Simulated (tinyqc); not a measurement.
Worked calculation: UKS/PBE0 in the sto-3g basis, for H2O+, spin multiplicity 2. One step of it, computed by the program tinyqc.

Problem. Iteration 1: building the Kohn-Sham matrix. J_ij = sum D_kl (ij|kl) with D = D(alpha) + D(beta), K_ij = sum D_kl (ik|jl) for each spin; F = H + J - 0.25 K(s) + V_xc; E = tr D H + tr D J / 2 - 0.125 sum_s tr D(s) K(s) + E_xc + E_nn.

D(alpha) at the start, order 1O 1s, 1O 2s, 1O 2px, 1O 2py, 1O 2pz, 2H 1s, 3H 1s:
$$\begin{pmatrix}
1.045850 & -0.195553 & 0.000000 & 0.003644 & 0.023900 & -0.053437 & -0.047165 \\
-0.195553 & 0.846449 & 0.000000 & -0.013823 & -0.088459 & 0.162176 & 0.143235 \\
0.000000 & 0.000000 & 1.000000 & 0.000000 & 0.000000 & 0.000000 & 0.000000 \\
0.003644 & -0.013823 & 0.000000 & 0.900051 & -0.005442 & 0.106668 & -0.101254 \\
0.023900 & -0.088459 & 0.000000 & -0.005442 & 0.964402 & 0.053848 & 0.047422 \\
-0.053437 & 0.162176 & 0.000000 & 0.106668 & 0.053848 & 0.049990 & 0.020281 \\
-0.047165 & 0.143235 & 0.000000 & -0.101254 & 0.047422 & 0.020281 & 0.039292
\end{pmatrix}$$

D(beta) at the start, order 1O 1s, 1O 2s, 1O 2px, 1O 2py, 1O 2pz, 2H 1s, 3H 1s:
$$\begin{pmatrix}
1.045850 & -0.195553 & 0.000000 & 0.003644 & 0.023900 & -0.053437 & -0.047165 \\
-0.195553 & 0.846449 & 0.000000 & -0.013823 & -0.088459 & 0.162176 & 0.143235 \\
0.000000 & 0.000000 & 0.000000 & 0.000000 & 0.000000 & 0.000000 & 0.000000 \\
0.003644 & -0.013823 & 0.000000 & 0.900051 & -0.005442 & 0.106668 & -0.101254 \\
0.023900 & -0.088459 & 0.000000 & -0.005442 & 0.964402 & 0.053848 & 0.047422 \\
-0.053437 & 0.162176 & 0.000000 & 0.106668 & 0.053848 & 0.049990 & 0.020281 \\
-0.047165 & 0.143235 & 0.000000 & -0.101254 & 0.047422 & 0.020281 & 0.039292
\end{pmatrix}$$

core Hamiltonian H = T + V (hartree), order 1O 1s, 1O 2s, 1O 2px, 1O 2py, 1O 2pz, 2H 1s, 3H 1s:
$$\begin{pmatrix}
-32.367421 & -7.529131 & 0.000000 & -0.000475 & -0.008245 & -0.645033 & -0.568508 \\
-7.529131 & -8.995563 & 0.000000 & -0.005834 & -0.103598 & -1.716238 & -1.541997 \\
0.000000 & 0.000000 & -7.171267 & 0.000000 & 0.000000 & 0.000000 & 0.000000 \\
-0.000475 & -0.005834 & 0.000000 & -7.233705 & -0.002483 & -1.119715 & 1.017312 \\
-0.008245 & -0.103598 & 0.000000 & -0.002483 & -7.201889 & -0.801075 & -0.729339 \\
-0.645033 & -1.716238 & 0.000000 & -1.119715 & -0.801075 & -3.744508 & -0.368883 \\
-0.568508 & -1.541997 & 0.000000 & 1.017312 & -0.729339 & -0.368883 & -3.628510
\end{pmatrix}$$

Two-electron integrals (ij|kl) in chemists' order, unique and non-zero (hartree):
```
(11|11) 4.785065    (21|11) 0.741380    (21|21) 0.136873    (22|11) 1.118947
(22|21) 0.256633    (22|22) 0.817206    (31|31) 0.024477    (32|31) 0.037809
(32|32) 0.180518    (33|11) 1.115814    (33|21) 0.256684    (33|22) 0.817023
(33|33) 0.880159    (41|41) 0.024477    (42|41) 0.037809    (42|42) 0.180518
(43|43) 0.047444    (44|11) 1.115814    (44|21) 0.256684    (44|22) 0.817023
(44|33) 0.785270    (44|44) 0.880159    (51|51) 0.024477    (52|51) 0.037809
(52|52) 0.180518    (53|53) 0.047444    (54|54) 0.047444    (55|11) 1.115814
(55|21) 0.256684    (55|22) 0.817023    (55|33) 0.785270    (55|44) 0.785270
(55|55) 0.880159    (61|11) 0.063597    (61|21) 0.011656    (61|22) 0.021767
(61|33) 0.021729    (61|41) 0.000410    (61|42) 0.000780    (61|44) 0.021808
(61|51) 0.000287    (61|52) 0.000546    (61|54) 0.000055    (61|55) 0.021768
(61|61) 0.001004    (62|11) 0.184965    (62|21) 0.043089    (62|22) 0.155952
(62|33) 0.153163    (62|41) 0.002604    (62|42) 0.021634    (62|44) 0.158672
(62|51) 0.001823    (62|52) 0.015144    (62|54) 0.003857    (62|55) 0.155862
(62|61) 0.003745    (62|62) 0.039909    (63|31) 0.004119    (63|32) 0.025367
(63|43) 0.004265    (63|53) 0.002985    (63|63) 0.005169    (64|11) 0.120318
(64|21) 0.028355    (64|22) 0.109704    (64|33) 0.105024    (64|41) 0.005575
(64|42) 0.039314    (64|44) 0.117166    (64|51) 0.001019    (64|52) 0.009763
(64|54) 0.005514    (64|55) 0.106794    (64|61) 0.002548    (64|62) 0.034227
(64|64) 0.034232    (65|11) 0.084222    (65|21) 0.019848    (65|22) 0.076793
(65|33) 0.073517    (65|41) 0.001019    (65|42) 0.009763    (65|44) 0.076046
(65|51) 0.004832    (65|52) 0.032201    (65|54) 0.006035    (65|55) 0.080727
(65|61) 0.001784    (65|62) 0.023959    (65|64) 0.020344    (65|65) 0.019410
(66|11) 0.380960    (66|21) 0.090112    (66|22) 0.376037    (66|33) 0.363401
(66|41) 0.005815    (66|42) 0.068939    (66|44) 0.388608    (66|51) 0.004071
(66|52) 0.048257    (66|54) 0.017644    (66|55) 0.375752    (66|61) 0.007855
(66|62) 0.132558    (66|64) 0.130402    (66|65) 0.091281    (66|66) 0.774606
(71|11) 0.056064    (71|21) 0.010275    (71|22) 0.019185    (71|33) 0.019153
(71|41) -0.000357   (71|42) -0.000679   (71|44) 0.019220    (71|51) 0.000250
(71|52) 0.000476    (71|54) -0.000046   (71|55) 0.019186    (71|61) 0.000872
(71|62) 0.003197    (71|64) 0.002030    (71|65) 0.001525    (71|66) 0.006682
(71|71) 0.000780    (72|11) 0.165600    (72|21) 0.038587    (72|22) 0.140012
(72|33) 0.137522    (72|41) -0.002320   (72|42) -0.019445   (72|44) 0.142437
(72|51) 0.001625    (72|52) 0.013625    (72|54) -0.003444   (72|55) 0.139935
(72|61) 0.003248    (72|62) 0.027128    (72|64) 0.016523    (72|65) 0.015802
(72|66) 0.070525    (72|71) 0.002955    (72|72) 0.032475    (73|31) 0.003658
(73|32) 0.022649    (73|43) -0.003818   (73|53) 0.002675    (73|63) 0.003327
(73|73) 0.004173    (74|11) -0.108770   (74|21) -0.025637   (74|22) -0.099476
(74|33) -0.095282   (74|41) 0.004955    (74|42) 0.035204    (74|44) -0.106158
(74|51) -0.000908   (74|52) -0.008797   (74|54) 0.004945    (74|55) -0.096873
(74|61) -0.002083   (74|62) -0.016751   (74|64) -0.007275   (74|65) -0.009613
(74|66) -0.042286   (74|71) -0.002027   (74|72) -0.028144   (74|74) 0.028327
(75|11) 0.076213    (75|21) 0.017964    (75|22) 0.069701    (75|33) 0.066762
(75|41) -0.000908   (75|42) -0.008797   (75|44) 0.069033    (75|51) 0.004295
(75|52) 0.028813    (75|54) -0.005408   (75|55) 0.073227    (75|61) 0.001566
(75|62) 0.015938    (75|64) 0.009591    (75|65) 0.012466    (75|66) 0.044751
(75|71) 0.001421    (75|72) 0.019720    (75|74) -0.016924   (75|75) 0.016032
(76|11) 0.035857    (76|21) 0.008437    (76|22) 0.033443    (76|33) 0.032702
(76|41) -0.000005   (76|42) -0.000073   (76|44) 0.033334    (76|51) 0.000551
(76|52) 0.005613    (76|54) -0.000013   (76|55) 0.034257    (76|61) 0.000725
(76|62) 0.008504    (76|64) 0.006427    (76|65) 0.005799    (76|66) 0.030533
(76|71) 0.000639    (76|72) 0.007747    (76|74) -0.005967   (76|75) 0.005341
(76|76) 0.002458    (77|11) 0.366482    (77|21) 0.086699    (77|22) 0.362623
(77|33) 0.350940    (77|41) -0.005413   (77|42) -0.064821   (77|44) 0.374245
(77|51) 0.003793    (77|52) 0.045419    (77|54) -0.016329   (77|55) 0.362381
(77|61) 0.007296    (77|62) 0.075866    (77|64) 0.045101    (77|65) 0.047571
(77|66) 0.229216    (77|71) 0.006653    (77|72) 0.117016    (77|74) -0.116555
(77|75) 0.081668    (77|76) 0.030533    (77|77) 0.774606
```

nuclear repulsion = 6.24678040 hartree

V_xc(alpha) (hartree), order 1O 1s, 1O 2s, 1O 2px, 1O 2py, 1O 2pz, 2H 1s, 3H 1s:
$$\begin{pmatrix}
-2.326520 & -0.321717 & 0.000000 & 0.000112 & 0.000749 & -0.027814 & -0.024527 \\
-0.321717 & -0.630009 & 0.000000 & 0.000558 & 0.003651 & -0.107482 & -0.095494 \\
0.000000 & 0.000000 & -0.625481 & 0.000000 & 0.000000 & 0.000000 & 0.000000 \\
0.000112 & 0.000558 & 0.000000 & -0.624739 & -0.000021 & -0.072307 & 0.064383 \\
0.000749 & 0.003651 & 0.000000 & -0.000021 & -0.626224 & -0.050471 & -0.044947 \\
-0.027814 & -0.107482 & 0.000000 & -0.072307 & -0.050471 & -0.230271 & -0.019186 \\
-0.024527 & -0.095494 & 0.000000 & 0.064383 & -0.044947 & -0.019186 & -0.213651
\end{pmatrix}$$

V_xc(beta) (hartree), order 1O 1s, 1O 2s, 1O 2px, 1O 2py, 1O 2pz, 2H 1s, 3H 1s:
$$\begin{pmatrix}
-2.315418 & -0.313072 & 0.000000 & 0.000125 & 0.000831 & -0.027134 & -0.023927 \\
-0.313072 & -0.580886 & 0.000000 & 0.000672 & 0.004359 & -0.101706 & -0.090351 \\
0.000000 & 0.000000 & -0.517520 & 0.000000 & 0.000000 & 0.000000 & 0.000000 \\
0.000125 & 0.000672 & 0.000000 & -0.604815 & -0.000013 & -0.070846 & 0.063086 \\
0.000831 & 0.004359 & 0.000000 & -0.000013 & -0.606377 & -0.049400 & -0.043983 \\
-0.027134 & -0.101706 & 0.000000 & -0.070846 & -0.049400 & -0.229174 & -0.018491 \\
-0.023927 & -0.090351 & 0.000000 & 0.063086 & -0.043983 & -0.018491 & -0.212760
\end{pmatrix}$$

E_xc = sum of w rho eps_xc = -6.82315250 hartree

Give: Coulomb J; exchange K(alpha); exchange K(beta); F(alpha); F(beta); total energy of this density.

Solution.

Coulomb J (hartree), order 1O 1s, 1O 2s, 1O 2px, 1O 2py, 1O 2pz, 2H 1s, 3H 1s:
$$\begin{pmatrix}
16.988 & 3.184 & 0.000 & -0.001 & -0.006 & 0.271 & 0.239 \\
3.184 & 7.746 & 0.000 & -0.002 & -0.014 & 1.440 & 1.291 \\
0.000 & 0.000 & 7.673 & 0.000 & 0.000 & 0.000 & 0.000 \\
-0.001 & -0.002 & 0.000 & 7.770 & 0.001 & 1.003 & -0.908 \\
-0.006 & -0.014 & 0.000 & 0.001 & 7.771 & 0.702 & 0.635 \\
0.271 & 1.440 & 0.000 & 1.003 & 0.702 & 3.452 & 0.305 \\
0.239 & 1.291 & 0.000 & -0.908 & 0.635 & 0.305 & 3.316
\end{pmatrix}$$

exchange K(alpha) (hartree), order 1O 1s, 1O 2s, 1O 2px, 1O 2py, 1O 2pz, 2H 1s, 3H 1s:
$$\begin{pmatrix}
4.895 & 0.857 & 0.000 & 0.000 & 0.002 & 0.075 & 0.066 \\
0.857 & 1.350 & 0.000 & -0.005 & -0.033 & 0.307 & 0.275 \\
0.000 & 0.000 & 1.149 & 0.000 & 0.000 & 0.000 & 0.000 \\
0.000 & -0.005 & 0.000 & 1.121 & -0.001 & 0.193 & -0.175 \\
0.002 & -0.033 & 0.000 & -0.001 & 1.140 & 0.128 & 0.115 \\
0.075 & 0.307 & 0.000 & 0.193 & 0.128 & 0.204 & 0.058 \\
0.066 & 0.275 & 0.000 & -0.175 & 0.115 & 0.058 & 0.168
\end{pmatrix}$$

exchange K(beta) (hartree), order 1O 1s, 1O 2s, 1O 2px, 1O 2py, 1O 2pz, 2H 1s, 3H 1s:
$$\begin{pmatrix}
4.871 & 0.819 & 0.000 & 0.000 & 0.002 & 0.071 & 0.062 \\
0.819 & 1.169 & 0.000 & -0.005 & -0.033 & 0.282 & 0.252 \\
0.000 & 0.000 & 0.269 & 0.000 & 0.000 & 0.000 & 0.000 \\
0.000 & -0.005 & 0.000 & 1.073 & -0.001 & 0.189 & -0.172 \\
0.002 & -0.033 & 0.000 & -0.001 & 1.093 & 0.125 & 0.113 \\
0.071 & 0.282 & 0.000 & 0.189 & 0.125 & 0.199 & 0.054 \\
0.062 & 0.252 & 0.000 & -0.172 & 0.113 & 0.054 & 0.163
\end{pmatrix}$$

F(alpha) (hartree), order 1O 1s, 1O 2s, 1O 2px, 1O 2py, 1O 2pz, 2H 1s, 3H 1s:
$$\begin{pmatrix}
-18.929 & -4.881 & 0.000 & -0.001 & -0.014 & -0.420 & -0.370 \\
-4.881 & -2.217 & 0.000 & -0.006 & -0.106 & -0.461 & -0.415 \\
0.000 & 0.000 & -0.411 & 0.000 & 0.000 & 0.000 & 0.000 \\
-0.001 & -0.006 & 0.000 & -0.368 & -0.002 & -0.237 & 0.218 \\
-0.014 & -0.106 & 0.000 & -0.002 & -0.343 & -0.182 & -0.168 \\
-0.420 & -0.461 & 0.000 & -0.237 & -0.182 & -0.574 & -0.098 \\
-0.370 & -0.415 & 0.000 & 0.218 & -0.168 & -0.098 & -0.568
\end{pmatrix}$$

F(beta) (hartree), order 1O 1s, 1O 2s, 1O 2px, 1O 2py, 1O 2pz, 2H 1s, 3H 1s:
$$\begin{pmatrix}
-18.912 & -4.863 & 0.000 & -0.001 & -0.014 & -0.418 & -0.369 \\
-4.863 & -2.123 & 0.000 & -0.006 & -0.105 & -0.449 & -0.404 \\
0.000 & 0.000 & -0.083 & 0.000 & 0.000 & 0.000 & 0.000 \\
-0.001 & -0.006 & 0.000 & -0.337 & -0.002 & -0.235 & 0.215 \\
-0.014 & -0.105 & 0.000 & -0.002 & -0.311 & -0.180 & -0.166 \\
-0.418 & -0.449 & 0.000 & -0.235 & -0.180 & -0.571 & -0.096 \\
-0.369 & -0.404 & 0.000 & 0.215 & -0.166 & -0.096 & -0.566
\end{pmatrix}$$

total energy of this density = -74.46083 hartree
